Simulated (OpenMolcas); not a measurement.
# NO2 (nitrogen dioxide): a chain of runs, part 1 of 2

We compute a single-point energy (UHF/STO-3G), then a single-point energy (CASSCF(5,5)/STO-3G), then a single-point energy (CASPT2(5,5)/STO-3G), then a single-point energy (SC-NEVPT2(5,5)/STO-3G) of NO2 (nitrogen dioxide). 

The results are computed with OpenMolcas 26.06.

3 further runs of the same task are left out: 1 for a known fault of the program, 1 that didn't finish, 1 set aside as unsound or not needed.

### Step 1. The molecule

NO2 has 3 atoms, charge 0, and is taken as a doublet. As SMILES, `[O]N=O`. The N2–O3 distance was set to 1.774 Å, away from the relaxed value.

Bond lengths: O1–N2 1.183 Å. A long bond or contact: N2–O3 1.774 Å.

### Step 2. The energy at UHF/STO-3G (run 1)

The input, step1.input:

```
* NO2 Hartree-Fock

&gateway
 baslib=$CurrDir
 coord
 3
 bohr
 O      0.09292350    -3.08482105    -0.27394604
 N     -0.80513104    -1.05699374    -0.55080981
 O      0.10523885     2.06225812     0.27452051
 basis=STO-3G
 group=NoSym

&seward

&scf
 uhf
 spin=2
 scramble=0.25
 prorbitals=1 1
```

The basis set STO-3G is read from a file made from the Basis Set Exchange's data (not shown).

Started as:

```sh
$ export MOLCAS_MEM=1860
$ pymolcas step1.input > step1.log
```

Output, shortened:

```text
--- Start Module: gateway ---
[...]
--- Stop Module: gateway /rc=_RC_ALL_IS_WELL_ ---
--- Start Module: seward ---
[...]
      Basis functions           15
--- Stop Module: seward /rc=_RC_ALL_IS_WELL_ ---
--- Start Module: scf ---
[...]
       Convergence after  51 Iterations
[...]
::    Total SCF energy                               -201.2740226454
[...]
      Total spin, S                                     0.9367534812
[...]
      Total electronic charge=   23.000000
      Total            charge=   -0.000000
[...]
      Dipole Moment (debye):
      Origin of the operator (angstrom)=   -0.0932   -0.3585   -0.0886
                   X=  2.4347E-01               Y= -4.1266E-01               Z=  8.9493E-02           Total=  4.8741E-01
      Quadrupole Moment (debye*angstrom):
[...]
--- Stop Module: scf /rc=_RC_ALL_IS_WELL_ ---
[...]
```

Wall time 2.2 s (1 thread of Arm Neoverse V2, shared host); peak memory 0.37 GiB.

### Step 3. A single-point energy at CASSCF(5,5)/STO-3G (run 2)

The input, step2.inp:

```
&GATEWAY
 BasLib=$CurrDir
 Coord
 3
 bohr
 O      0.09292350    -3.08482105    -0.27394604
 N     -0.80513104    -1.05699374    -0.55080981
 O      0.10523885     2.06225812     0.27452051
 Basis=STO-3G
 Group=NoSym

&SEWARD

&RASSCF
 FileOrb=$CurrDir/step1.UnaOrb
 Spin=2
 Nactel=5 0 0
 Inactive=9
 Ras2=5
 OrbListing=Nothing
```

The basis set STO-3G is read from a file made from the Basis Set Exchange's data (not shown).

Started as:

```sh
$ export MOLCAS_MEM=1860
$ pymolcas step2.inp > step2.log
```

Output, shortened:

```text
--- Start Module: gateway ---
[...]
--- Stop Module: gateway /rc=_RC_ALL_IS_WELL_ ---
--- Start Module: seward ---
[...]
      Basis functions           15
--- Stop Module: seward /rc=_RC_ALL_IS_WELL_ ---
--- Start Module: rasscf ---
[...]
      Number of active orbitals                  5
[...]
      Spin quantum number                      0.5
[...]
      Active orbitals                            5
[...]
      Number of CSFs                            75
[...]
      Number of root(s) required                 1
[...]
      Convergence after 10 iterations
[...]
      printout of CI-coefficients larger than  0.05 for root  1
      energy=    -201.380877
      conf/sym  11111     Coeff  Weight
             1  22u00  -0.87105 0.75873
             6  2udu0   0.18684 0.03491
            16  2uud0   0.10796 0.01165
            30  20u20  -0.35245 0.12422
            41  02u02  -0.23350 0.05452
            63  0udu2   0.05040 0.00254
[...]
      Natural orbitals and occupation numbers for root  1
      sym 1:   1.864163   1.679001   1.000815   0.320145   0.135875
      ************************************************************************************************************************
      *                                                    Final results                                                     *
[...]
::    RASSCF root number  1 Total energy:   -201.38087739
[...]
      Total electronic charge=   23.000000
      Total            charge=   -0.000000
[...]
      Dipole Moment (debye):
      Origin of the operator (angstrom)=   -0.0932   -0.3585   -0.0886
                   X=  4.0101E-01               Y= -3.1370E-01               Z=  1.8592E-01           Total=  5.4201E-01
      Quadrupole Moment (debye*angstrom):
[...]
--- Stop Module: rasscf /rc=_RC_ALL_IS_WELL_ ---
[...]
```

It took 1.6 s on 1 thread of Arm Neoverse V2, shared host; peak memory 0.37 GiB.

### Step 4. The energy at CASPT2(5,5)/STO-3G (run 3)

The input, step3.inp:

```
* NO2 CASPT2

&GATEWAY
 BasLib=$CurrDir
 Coord
 3
 bohr
 O      0.09292350    -3.08482105    -0.27394604
 N     -0.80513104    -1.05699374    -0.55080981
 O      0.10523885     2.06225812     0.27452051
 Basis=STO-3G
 Group=NoSym

&SEWARD

&RASSCF
 FileOrb=$CurrDir/step2.RasOrb
 Spin=2
 Nactel=5 0 0
 Inactive=9
 Ras2=5
 OrbListing=Nothing

&CASPT2
 Imaginary=0.1
 Frozen=3
```

The basis set STO-3G is read from a file made from the Basis Set Exchange's data (not shown).

Started as:

```sh
$ export MOLCAS_MEM=1860
$ pymolcas step3.inp > step3.log
```

Output:

```text
--- Start Module: gateway ---

                                              &GATEWAY

                       available to each process: 1.9 GB of memory, 1 thread

 Basis Set     1 Label: O.STO-3G
 Basis set is read from library:.
 basistype.tbl is not found

 Basis Set     2 Label: N.STO-3G
 Basis set is read from library:.
 basistype.tbl is not found

 Basis Set     3 Label: O.STO-3G
 Basis set is read from library:.
 basistype.tbl is not found

++    Symmetry information:
      ---------------------

                    Character Table for C1

                             E
                    a        1  x, y, xy, Rz, z, xz, Ry, yz, Rx, I
--

++    Basis set information:
      ----------------------

      Basis set label: O.STO-3G.........

      Electronic valence basis set:
      ------------------
      Associated Effective Charge   8.000000 au
      Associated Actual Charge      8.000000 au
      Nuclear Model: Point charge

      Shell  nPrim  nBasis  Cartesian Spherical Contaminant
         s       6       2        X
         p       3       1        X

      Basis set label: N.STO-3G.........

      Electronic valence basis set:
      ------------------
      Associated Effective Charge   7.000000 au
      Associated Actual Charge      7.000000 au
      Nuclear Model: Point charge

      Shell  nPrim  nBasis  Cartesian Spherical Contaminant
         s       6       2        X
         p       3       1        X

      Basis set label: O.STO-3G.........

      Electronic valence basis set:
      ------------------
      Associated Effective Charge   8.000000 au
      Associated Actual Charge      8.000000 au
      Nuclear Model: Point charge

      Shell  nPrim  nBasis  Cartesian Spherical Contaminant
         s       6       2        X
         p       3       1        X
--

++    Molecular structure info:
      -------------------------

                    ************************************************
                    **** Cartesian Coordinates / bohr, angstrom ****
                    ************************************************

     Center  Label                x              y              z                     x              y              z
        1      O1               0.092924      -3.084821      -0.273946              0.049173      -1.632417      -0.144966
        2      N2              -0.805131      -1.056994      -0.550810             -0.426057      -0.559337      -0.291476
        3      O3               0.105239       2.062258       0.274521              0.055690       1.091300       0.145270

                    ***************************************
                    *    InterNuclear Distances / bohr    *
                    ***************************************

               1 O1            2 N2            3 O3
    1 O1       0.000000
    2 N2       2.235003        0.000000
    3 O3       5.176233        3.352563        0.000000

                    *******************************************
                    *    InterNuclear Distances / angstrom    *
                    *******************************************

               1 O1            2 N2            3 O3
    1 O1       0.000000
    2 N2       1.182713        0.000000
    3 O3       2.739145        1.774100        0.000000
--

            Nuclear Potential Energy             54.12373680 au

--- Stop Module: gateway /rc=_RC_ALL_IS_WELL_ ---

--- Start Module: seward ---

                                              &SEWARD

                       available to each process: 1.9 GB of memory, 1 thread

               SEWARD will generate:
                  Multipole Moment integrals up to order  2
                  Kinetic Energy integrals
                  Nuclear Attraction integrals (point charge)
                  One-Electron Hamiltonian integrals
                  Velocity integrals
                  Orbital angular momentum around ( -0.1762  -0.6774  -0.1675 )
                  Velocity quadrupole around ( -0.1762  -0.6774  -0.1675 )
                  Two-Electron Repulsion integrals

                   Integrals are discarded if absolute value <: 1.00E-14
                   Integral cutoff threshold is set to       <: 1.00E-16

            Nuclear Potential Energy             54.12373680 au

      Basis set specifications :
      Symmetry species         a
      Basis functions           15

--- Stop Module: seward /rc=_RC_ALL_IS_WELL_ ---

--- Start Module: rasscf ---

                                              &RASSCF

                       available to each process: 1.9 GB of memory, 1 thread

      Header of the ONEINT file:
      --------------------------

      OrdInt status: non-squared

      Cartesian coordinates in angstrom:
      -----------------------------------------------------
      No.  Label        X            Y            Z
      -----------------------------------------------------
       1   O1         0.04917300  -1.63241700  -0.14496600
       2   N2        -0.42605700  -0.55933700  -0.29147600
       3   O3         0.05569000   1.09130000   0.14527000
      -----------------------------------------------------
      Nuclear repulsion energy =   54.12373680

++    Wave function specifications:
      -----------------------------

      Number of closed shell electrons          18
      Number of electrons in active shells       5
      Max number of holes in RAS1 space          0
      Max nr of electrons in RAS3 space          0
      Number of inactive orbitals                9
      Number of active orbitals                  5
      Number of secondary orbitals               1
      Spin quantum number                      0.5
      State symmetry                             1
--

++    Orbital specifications:
      -----------------------

      Symmetry species                           1
                                                 a
      Frozen orbitals                            0
      Inactive orbitals                          9
      Active orbitals                            5
      RAS1 orbitals                              0
      RAS2 orbitals                              5
      RAS3 orbitals                              0
      Secondary orbitals                         1
      Deleted orbitals                           0
      Number of basis functions                 15
--

++    CI expansion specifications:
      ----------------------------

      Number of CSFs                            75
      Number of determinants                   100
      Number of root(s) required                 1
      Root chosen for geometry opt.              1
      CI root used                               1

      highest root included in the CI            1
      max. size of the explicit Hamiltonian     75
--

++    Optimization specifications:
      ----------------------------

      RASSCF algorithm: Conventional
      Maximum number of macro iterations       200
      Maximum number of SX iterations          100
      Threshold for RASSCF energy            1.000E-08
      Threshold for max MO rotation          1.000E-01
      Threshold for max BLB element          1.000E-04
      Level shift parameter                  5.000E-01
      Make Quasi-Newton update
--

      The MO-coefficients are taken from the file:
      step2.RasOrb
      Title: RASSCF average (pseudo-natural) orbitals

      Total molecular charge    0.00

      ************************************************************************************************************************
      *                                            Wave function control section                                             *
      ************************************************************************************************************************

                                         RASSCF iterations: Energy and convergence statistics
                                         ----------------------------------------------------

          iter iter root      energy       change     param      element    value   shift minimum  type update hh:mm:ss
 Nr of preliminary CI iterations:   1
        1   1    3    1  -201.38087739    0.00E+00   7.91E-06    8  15 1  6.51E-06   0.17   0.00    SX    NO    0:00:00
        2   1    3    1  -201.38087739   -1.60E-10   3.51E-06    5  13 1  2.26E-06   0.17   0.00    SX    NO    0:00:00
        3   1    2    1  -201.38087739   -3.34E-11   1.68E-06    8  13 1  1.21E-06   0.17   0.00    SX    NO    0:00:00
        4   1    2    1  -201.38087739   -1.07E-11  -1.00E-06    8  13 1  7.05E-07   0.17   0.00    SX    NO    0:00:00
      Convergence after  4 iterations
        5   1    2    1  -201.38087739   -2.84E-12  -1.00E-06    8  13 1  4.55E-07   0.17   0.00    SX    NO    0:00:00

      ************************************************************************************************************************
                                                      Wave function printout:
                       occupation of active orbitals, and spin coupling of open shells (u,d: Spin up or down)
      ************************************************************************************************************************

      Note: transformation to natural orbitals
      has been made, which may change the order of the CSFs.

      printout of CI-coefficients larger than  0.05 for root  1
      energy=    -201.380877
      conf/sym  11111     Coeff  Weight
             1  22u00  -0.87105 0.75873
             6  2udu0   0.18684 0.03491
            16  2uud0   0.10796 0.01165
            30  20u20  -0.35245 0.12422
            41  02u02  -0.23350 0.05452
            63  0udu2   0.05040 0.00254
            75  00u22  -0.09430 0.00889

      Natural orbitals and occupation numbers for root  1
      sym 1:   1.864162   1.679005   1.000815   0.320141   0.135876

      ************************************************************************************************************************
      *                                                    Final results                                                     *
      ************************************************************************************************************************

++    Final optimization conditions:
      ------------------------------

      Average CI energy                            -201.38087739
      RASSCF energy for state  1                   -201.38087739
      Super-CI energy                                -0.00000000
      RASSCF energy change                           -0.00000000
      Max change in MO coefficients              -9.823E-07
      Max non-diagonal density matrix element    -1.001E-06
      Maximum BLB matrix element                  4.555E-07
      (orbital pair   8,  13 in symmetry   1)
      Norm of electronic gradient            8.366E-07
--

      Final state energy(ies):
      ------------------------

::    RASSCF root number  1 Total energy:   -201.38087739
      Von Neumann Entropy (Root   1) =  1.49296

      Mulliken population analysis for root number:  1
      -----------------------------------------------

++    Molecular charges:
      ------------------

      Mulliken charges per centre
      ---------------------------

                O1      N2      O3
      Total    8.0382  6.9479  8.0139

      N-E     -0.0382  0.0521 -0.0139

      Total electronic charge=   23.000000

      Total            charge=   -0.000000
--

      Expectation values of various properties for root number:  1
      -----------------------------------------------------------

++    Molecular properties:
      ---------------------

      Charge (e):
                      =   -0.0000
      Dipole Moment (debye):
      Origin of the operator (angstrom)=   -0.0932   -0.3585   -0.0886
                   X=  4.0100E-01               Y= -3.1370E-01               Z=  1.8591E-01           Total=  5.4201E-01
      Quadrupole Moment (debye*angstrom):
      Origin of the operator (angstrom)=   -0.0932   -0.3585   -0.0886
                  XX= -1.3728E+01              XY=  2.9799E-01              XZ= -3.4434E-01              YY= -1.4756E+01
                  YZ= -1.7894E-02              ZZ= -1.3230E+01
      In traceless form (debye*angstrom)
                  XX=  2.6463E-01              XY=  4.4699E-01              XZ= -5.1651E-01              YY= -1.2767E+00
                  YZ= -2.6841E-02              ZZ=  1.0121E+00
--

      Mulliken spin population analysis for root number:  1
      ---------------------------------------------------

++    Molecular charges:
      ------------------

      Mulliken spin population per centre
      ---------------------------

                O1      N2      O3
      Total   -0.0234 -0.1667  1.1901

      Total electronic spin=    1.000000
--

      Average orbitals are written to the RASORB file
      Natural orbitals for root   1 are written to the RASORB.1 file
      Spin density orbitals for root   1 are written to the SPDORB.1 file

--- Stop Module: rasscf /rc=_RC_ALL_IS_WELL_ ---

--- Start Module: caspt2 ---

                                              &CASPT2

                       available to each process: 1.9 GB of memory, 1 thread

 ###############################################################################
 ###    WARNING: User changed nr of frozen orbitals.                         ###
 ###############################################################################

++    Wave function specifications:
      -----------------------------

      Number of closed shell electrons          12
      Number of electrons in active shells       5
      Max number of holes in RAS1 space          0
      Max number of electrons in RAS3 space      0
      Number of inactive orbitals                6
      Number of active orbitals                  5
      Number of secondary orbitals               1
      Spin quantum number                      0.5
      State symmetry                             1
      Number of CSFs                            75
      Number of CASSCF root(s) available         1
      CASPT2 state passed to geometry opt.       1
      A file JOBMIX will be created
      This is a CASSCF or RASSCF reference function
--

++    Orbital specifications:
      -----------------------

      Symmetry species                           1
                                                 a
      Frozen orbitals                            3
      Inactive orbitals                          6
      Active orbitals                            5
      Secondary orbitals                         1
      Deleted orbitals                           0
      Number of basis functions                 15
--

++    CASPT2 specifications:
      ----------------------

      Type of calculation                        SS-CASPT2
      Fock operator                              state-specific
      IPEA shift                                 0.25
      Real shift                                 0.00
      Imaginary shift                            0.10
      The input orbitals will be transformed to quasi-canonical
--

--------------------------------------------------------------------------------
 Estimated memory requirements:
  POLY3 :                   254030
  RHS:                      259663
  SIGMA :                   253000
  PRPCTL:                        0
 Available workspace:    232488652

++ CASPT2 computation for group   1

********************************************************************************
 Multi-State initialization phase begins for group   1
--------------------------------------------------------------------------------
********************************************************************************
 Compute H0 matrices for state    1
--------------------------------------------------------------------------------
--------------------------------------------------------------------------------
 H0 matrices have been computed.

********************************************************************************
  CASPT2 EQUATION SOLUTION
--------------------------------------------------------------------------------
 Invalid disk address                    -8
 I/O error in DaFile_checkarg
 Unit =                    45

--- Stop Module: caspt2 /rc=-6 ---

.########################.
.# Non-zero return code #.
.########################.

    Timing: Wall=1.39 User=0.99 System=0.32
```

Wall time 1.6 s (1 thread of Arm Neoverse V2, shared host); peak memory 0.37 GiB.

The run ended with an error.

(Continued in part 2 of 2.)
